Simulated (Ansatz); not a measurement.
Results of BLYP (Ansatz, an electronic-structure program, PAW) for antifluorite Mg2Sn.

Settings: plane-wave cutoff 520 eV, 10×10×10 k mesh, Fermi–Dirac smearing 0.01 eV, scalar-relativistic PAW data made under PBE.

Computed at the level's own relaxed cell.

Problem. What does this level give for the volume per atom, bulk modulus, lattice constant a and pressure derivative B′ of the bulk modulus?

Solution. 
volume per atom: 27.18 Å³/atom
bulk modulus: 36.0 GPa
lattice constant a: 6.883 Å
pressure derivative B′ of the bulk modulus: 4.2

The run finds no gap.

Measured, for comparison: equilibrium volume per atom 25.82 Å³/atom, lattice constant a 6.766 Å (temperature not stated, not corrected to a static lattice; as tabulated in Freccero, Grin, Wagner, Dalton Trans. (2023), ESI). Computed (rounded) less measured: equilibrium volume per atom +5.3 %, lattice constant a +1.7 %.

Note: the gap of the solid is closed in this run; this level leaves the solid without a gap, although one is measured.

Spin–orbit coupling is not included; it can open a gap where bands touch, and shift volumes and moduli.

Static lattice: no zero-point or thermal effects.
